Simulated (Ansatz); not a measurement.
Results of r²SCAN0 (PAW; Ansatz, an electronic-structure program) for zinc-blende HgTe.

Settings: plane-wave cutoff 520 eV, 8×8×8 k mesh, Fermi–Dirac smearing 0.01 eV, scalar-relativistic PAW data made under PBE.

The cell has the measured lattice: a = b = c = 6.453 Å, α = β = γ = 90.00°.

### Question
Predict the band gap.

### Answer

- band gap: 0.69 eV (on the SCF k mesh)

Note: cell and atoms aren't relaxed at this level (pressure 1.5 GPa).

Spin–orbit coupling is not included; with these elements it can move the gap by several tenths of an eV or more.

The computed numbers hold no vibrational or temperature effects.
